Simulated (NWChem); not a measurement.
System: silicon monoxide (SiO, singlet); SMILES [Si]=O

Here is an NWChem input.

```
start job
memory heap 200 mb stack 900 mb global 1100 mb
geometry units angstroms noautosym nocenter noautoz
  Si     0.000000     0.000000     0.548651
  O      0.000000     0.000000    -0.960088
end
basis spherical
  * library 6-31+g*
end
dft
  xc b3lyp
  iterations 150
end
tddft
  nroots 6
end
task tddft energy
```

NWChem printed, in part:

```
             Northwest Computational Chemistry Package (NWChem) 7.3.0
             --------------------------------------------------------

                             Geometry "geometry" -> ""
                             -------------------------

 Output coordinates in angstroms (scale by  1.889725989 to convert to a.u.)

  No.       Tag          Charge          X              Y              Z
 ---- ---------------- ---------- -------------- -------------- --------------
    1 Si                  14.0000     0.00000000     0.00000000     0.54865100
    2 O                    8.0000     0.00000000     0.00000000    -0.96008800

 Effective nuclear repulsion energy (a.u.)      39.2830382776

                                 NWChem DFT Module
                                 -----------------

 Summary of "ao basis" -> "ao basis" (spherical)
 ------------------------------------------------------------------------------
       Tag                 Description            Shells   Functions and Types
 ---------------- ------------------------------  ------  ---------------------
 Si                         6-31+g*                 10       22   5s4p1d
 O                          6-31+g*                  8       18   4s3p1d

            General Information
            -------------------
          SCF calculation type: DFT
          Wavefunction type:  closed shell.
          No. of atoms     :     2
          No. of electrons :    22
           Alpha electrons :    11
            Beta electrons :    11
          Charge           :     0
          Spin multiplicity:     1
          Use of symmetry is: off; symmetry adaption is: off
          Maximum number of iterations: 150
          AO basis - number of functions:    40
                     number of shells:    18
          Convergence on energy requested:  1.00D-06
          Convergence on density requested:  1.00D-05
          Convergence on gradient requested:  5.00D-04

              XC Information
              --------------
                         B3LYP Method XC Potential
                     Hartree-Fock (Exact) Exchange  0.200
                        Slater Exchange Functional  0.800 local
                    Becke 1988 Exchange Functional  0.720 non-local
              Lee-Yang-Parr Correlation Functional  0.810
                  VWN I RPA Correlation Functional  0.190 local

             Grid Information
             ----------------
          Grid used for XC integration:  medium
          Radial quadrature: Mura-Knowles
          Angular quadrature: Lebedev.
          Tag              B.-S. Rad. Rad. Pts. Rad. Cut. Ang. Pts.
          ---              ---------- --------- --------- ---------
          Si                  1.10       88           9.0       590
          O                   0.60       49          10.0       434
          Grid pruning is: on
          Number of quadrature shells:   137
          Spatial weights used:  Erf1

      Superposition of Atomic Density Guess
      -------------------------------------

 Sum of atomic energies:        -363.57451987

      Non-variational initial energy
      ------------------------------

 Total energy =    -363.640320
 1-e energy   =    -581.380712
 2-e energy   =     178.457354
 HOMO         =      -0.352213
 LUMO         =      -0.034042

   convergence    iter        energy       DeltaE   RMS-Dens  Diis-err
 ---------------- ----- ----------------- --------- --------- ---------
 d= 0,ls=0.0,diis     1   -364.5735078748 -4.04D+02  9.79D-02  1.09D+00
 d= 0,ls=0.0,diis     2   -362.3772797106  2.20D+00  8.88D-02  1.62D+01
 d= 0,ls=0.0,diis     3   -364.7235923749 -2.35D+00  2.97D-03  9.94D-03
 d= 0,ls=0.0,diis     4   -364.7243463640 -7.54D-04  1.05D-03  2.37D-03
 d= 0,ls=0.0,diis     5   -364.7246387619 -2.92D-04  3.52D-04  2.63D-04
  Resetting Diis
 d= 0,ls=0.0,diis     6   -364.7246729554 -3.42D-05  3.83D-05  1.55D-06
 d= 0,ls=0.0,diis     7   -364.7246731114 -1.56D-07  1.01D-05  5.06D-08
 d= 0,ls=0.0,diis     8   -364.7246730895  2.19D-08  6.52D-06  2.68D-07

[...]

                                NWChem TDDFT Module
                                -------------------

            General Information
            -------------------
           No. of orbitals :      80
            Alpha orbitals :      40
             Beta orbitals :      40
        Alpha frozen cores :       0
         Beta frozen cores :       0
     Alpha frozen virtuals :       0
      Beta frozen virtuals :       0
         Spin multiplicity :       1
    Number of AO functions :      40
        Use of symmetry is : off
      Symmetry adaption is : off
         Schwarz screening :  0.10D-07

              XC Information
              --------------
                  B3LYP Method XC Potential
              Hartree-Fock (Exact) Exchange   0.20
                 Slater Exchange Functional   0.80 local
             Becke 1988 Exchange Functional   0.72 non-local
       Lee-Yang-Parr Correlation Functional   0.81
           VWN I RPA Correlation Functional   0.19 local

             TDDFT Information
             -----------------
          Calculation type : TDDFT
         Wavefunction type : Restricted singlets & triplets
          No. of electrons :      22
           Alpha electrons :      11
            Beta electrons :      11
              No. of roots :       6
          Max subspacesize :    5200
            Max iterations :     100
               Target root :       1
           Target symmetry : none
      Symmetry restriction : off
                 Algorithm : Optimal
        Davidson threshold :  0.10D-03

    6 smallest eigenvalue differences (eV)
--------------------------------------------------------
  No. Spin  Occ  Vir  Irrep   E(Occ)    E(Vir)   E(Diff)
--------------------------------------------------------
    1    1   11   12 a        -0.318    -0.082     6.419
    2    1   11   13 a        -0.318    -0.082     6.419
    3    1   10   12 a        -0.341    -0.082     7.060
    4    1    9   12 a        -0.341    -0.082     7.060
    5    1   10   13 a        -0.341    -0.082     7.060
    6    1    9   13 a        -0.341    -0.082     7.060
--------------------------------------------------------

  Entering Davidson iterations
  Restricted singlet excited states

  Iter   NTrls   NConv    DeltaV     DeltaE      Time
  ----  ------  ------  ---------  ---------  ---------
    1      6       0     0.54E+00   0.10+100        1.0
    2     18       0     0.12E+00   0.70E-01        1.3
    3     30       0     0.78E-01   0.31E-01        1.3
    4     42       3     0.22E-01   0.25E-02        1.3
    5     48       3     0.68E-02   0.34E-03        1.0
    6     54       3     0.24E-02   0.27E-04        1.0
    7     60       5     0.47E-03   0.25E-05        1.0
    8     62       5     0.16E-03   0.62E-07        0.8
    9     64       6     0.52E-04   0.56E-08        0.8
  ----  ------  ------  ---------  ---------  ---------
  Convergence criterion met

  Ground state a        -364.724673089506 a.u.

  ----------------------------------------------------------------------------
  Root   1 singlet a              0.198114130 a.u.                5.3910 eV
  ----------------------------------------------------------------------------
     Transition Moments    X  0.00000   Y -0.00000   Z  0.00000
     Dipole Oscillator Strength                    0.0000000000
     Electric Quadrupole                           0.0000000000
     Magnetic Dipole                               0.0000000000
     Total Oscillator Strength                     0.0000000000

     Occ.    9  a   ---  Virt.   12  a   -0.08347 X
     Occ.    9  a   ---  Virt.   13  a   -0.70040 X
     Occ.   10  a   ---  Virt.   12  a   -0.70040 X
     Occ.   10  a   ---  Virt.   13  a    0.08347 X
  ----------------------------------------------------------------------------
  Root   2 singlet a              0.200852324 a.u.                5.4655 eV
  ----------------------------------------------------------------------------
     Transition Moments    X -0.46958   Y  0.51791   Z -0.00000
     Dipole Oscillator Strength                    0.0654424319
     Electric Quadrupole                           0.0000002308
     Magnetic Dipole                               0.0000033410
     Total Oscillator Strength                     0.0654460037

     Occ.    8  a   ---  Virt.   12  a    0.18380 X
     Occ.   11  a   ---  Virt.   12  a   -0.98231 X
     Occ.   11  a   ---  Virt.   12  a    0.06045 Y
  ----------------------------------------------------------------------------
  Root   3 singlet a              0.200852324 a.u.                5.4655 eV
  ----------------------------------------------------------------------------
     Transition Moments    X  0.51791   Y  0.46958   Z  0.00000
     Dipole Oscillator Strength                    0.0654424321
     Electric Quadrupole                           0.0000002308
     Magnetic Dipole                               0.0000033410
     Total Oscillator Strength                     0.0654460039

     Occ.    8  a   ---  Virt.   13  a    0.18380 X
     Occ.   11  a   ---  Virt.   13  a   -0.98231 X
     Occ.   11  a   ---  Virt.   13  a    0.06045 Y
  ----------------------------------------------------------------------------
  Root   4 singlet a              0.206916347 a.u.                5.6305 eV
  ----------------------------------------------------------------------------
     Transition Moments    X -0.00000   Y -0.00000   Z -0.00000
     Dipole Oscillator Strength                    0.0000000000
     Electric Quadrupole                           0.0000000426
     Magnetic Dipole                               0.0000000000
     Total Oscillator Strength                     0.0000000426

[...]
```

Level: B3LYP/6-31+G* (spherical d), full TDDFT. Low-valent species are run as closed-shell singlets; no triplet was tried in these runs. All runs use the structure optimised with PBE0-D3(BJ)/def2-TZVP.
